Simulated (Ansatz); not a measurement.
## C3H5NO, SMILES CC1=NCO1: harmonic frequencies at the relaxed geometry

Run with Ansatz 0.2.0 through its Python package.

Script `c3h5no_freq.py`:
```python
"""Harmonic frequencies of C3H5NO at its relaxed geometry."""

import warnings

import ansatz as az
import numpy as np

GEOMETRY = """
C    -1.24170   -0.97880   -0.39240
C    -0.11410   -0.17210   -0.02810
N     1.07220   -0.43380    0.28750
C     1.43390    0.99680    0.42020
O    -0.00140    1.14160    0.01430
H    -2.16520   -0.53100    0.12250
H    -1.12450   -1.98300   -0.13630
H    -1.41150   -0.83510   -1.48860
H     1.56500    1.35050    1.48200
H     2.07040    1.39380   -0.27830
"""


def main() -> None:
    warnings.simplefilter("ignore", az.DeckWarning)

    mol = az.Crystal.molecule()
    for line in GEOMETRY.strip().splitlines():
        symbol, *xyz = line.split()
        mol = mol.atom(symbol, [float(v) for v in xyz])

    calc = (
        mol.calculation()
        .basis(gaussian="def2-SVP")
        .functional("pbe", dispersion="d4")
    )
    symbols = [site.symbol for site in mol.cartesian_sites]
    start = np.array([site.position_ang for site in mol.cartesian_sites], dtype=float)
    def progress(event):
        if event["event"] == "relax_step":
            row = event["data"]
            print(f"step {row['step']:3d}  E = {row['lagrangian_ev']:.6f} eV  max force {row['allowed_force_max_ev_ang']:.4f} eV/A")


    summary = calc.relax(force_tolerance=0.003).session().plan().execute(on_event=progress).report
    end = np.array(summary["positions_ang"])

    print("bond        before    after (A)")
    for i, j in [(0, 1), (0, 5), (0, 6), (0, 7), (1, 2), (1, 4), (2, 3), (3, 4), (3, 8), (3, 9)]:
        d0, d1 = (np.linalg.norm(xyz[i] - xyz[j]) for xyz in (start, end))
        print(f"{symbols[i]}{i}-{symbols[j]}{j}".ljust(10), f"{d0:8.4f} {d1:8.4f}")

    # same settings at the minimum
    minimum = az.Crystal.molecule()
    for symbol, xyz in zip(symbols, end):
        minimum = minimum.atom(symbol, xyz.tolist())
    vibrating = (
        minimum.calculation()
        .basis(gaussian="def2-SVP")
        .functional("pbe", dispersion="d4")
        .phonons(temperatures=(100, 500, 100))
    )
    vib = vibrating.run(threads=1, pin="off").report["vibrations"]
    sums = vib["harmonic_sums"]
    modes = [m["omega_inv_cm"] for m in sums["modes_at_gamma"] if m["rigid_motion"] == "no"]
    for number, w in enumerate(modes, start=1):
        print(f"mode {number:2d} {w:9.1f} 1/cm {w / 8065.544 * 1000:8.2f} meV")
    print("imaginary modes:", sum(w < 0 for w in modes), " zero-point energy:", round(sums["zero_point_energy_ev"], 4), "eV")
    print("T (K)   F_vib (eV)   S_vib (meV/K)   C_vib (meV/K)")
    for row in zip(sums["temperatures_k"], sums["vibrational_free_energy_ev"], vib["entropy_ev_per_k"], vib["heat_capacity_ev_per_k"]):
        print(f"{row[0]:6.1f} {row[1]:11.4f} {1000 * row[2]:13.4f} {1000 * row[3]:15.4f}")


if __name__ == "__main__":
    main()
```

```console
$ python c3h5no_freq.py
step   1  E = -6714.324340 eV  max force 5.8429 eV/A
step   2  E = -6715.321967 eV  max force 1.4523 eV/A
step   3  E = -6715.385613 eV  max force 0.2285 eV/A
step   4  E = -6715.388478 eV  max force 0.2096 eV/A
step   5  E = -6715.392102 eV  max force 0.1036 eV/A
step   6  E = -6715.394622 eV  max force 0.0320 eV/A
step   7  E = -6715.368780 eV  max force 0.8599 eV/A
step   8  E = -6715.395061 eV  max force 0.0086 eV/A
step   9  E = -6715.225140 eV  max force 2.4983 eV/A
step  10  E = -6715.395292 eV  max force 0.0015 eV/A
step  11  E = -6715.395361 eV  max force 0.0034 eV/A
step  12  E = -6715.395355 eV  max force 0.0119 eV/A
step  13  E = -6715.395362 eV  max force 0.0001 eV/A
bond        before    after (A)
C0-C1        1.4335   1.4817
C0-H5        1.1483   1.1091
C0-H6        1.0429   1.1048
C0-H7        1.1185   1.1090
C1-N2        1.2551   1.3016
C1-O4        1.3192   1.3793
N2-C3        1.4816   1.4635
C3-O4        1.4986   1.4770
C3-H8        1.1268   1.1102
C3-H9        1.0250   1.1102
mode  1     130.0 1/cm    16.12 meV
mode  2     254.9 1/cm    31.61 meV
mode  3     347.6 1/cm    43.10 meV
mode  4     580.0 1/cm    71.91 meV
mode  5     704.4 1/cm    87.33 meV
mode  6     860.5 1/cm   106.69 meV
mode  7     921.5 1/cm   114.25 meV
mode  8    1002.0 1/cm   124.23 meV
mode  9    1011.4 1/cm   125.39 meV
mode 10    1023.9 1/cm   126.94 meV
mode 11    1046.8 1/cm   129.79 meV
mode 12    1055.6 1/cm   130.88 meV
mode 13    1159.9 1/cm   143.82 meV
mode 14    1299.2 1/cm   161.08 meV
mode 15    1361.5 1/cm   168.81 meV
mode 16    1387.0 1/cm   171.96 meV
mode 17    1394.0 1/cm   172.84 meV
mode 18    1430.4 1/cm   177.34 meV
mode 19    1669.9 1/cm   207.04 meV
mode 20    2984.9 1/cm   370.08 meV
mode 21    2991.2 1/cm   370.86 meV
mode 22    3064.9 1/cm   379.99 meV
mode 23    3067.1 1/cm   380.27 meV
mode 24    3113.2 1/cm   385.99 meV
imaginary modes: 0  zero-point energy: 2.0992 eV
T (K)   F_vib (eV)   S_vib (meV/K)   C_vib (meV/K)
 100.0      2.0974        0.0580          0.1127
 200.0      2.0856        0.1818          0.2663
 300.0      2.0604        0.3269          0.4716
 400.0      2.0195        0.4933          0.6938
 500.0      1.9614        0.6699          0.8905
```

Total energies depend on the basis set; only differences at equal settings carry meaning. The frequencies are harmonic and unscaled, in a modest basis. The result belongs to the one conformer reached from this start, and soft torsions count as harmonic oscillators. Timing: 2.5 min on 1 thread of Arm Neoverse V2, on a shared host, peak memory 0.25 GiB.

(Lines on the test bed's own set-up are left out of the output.)
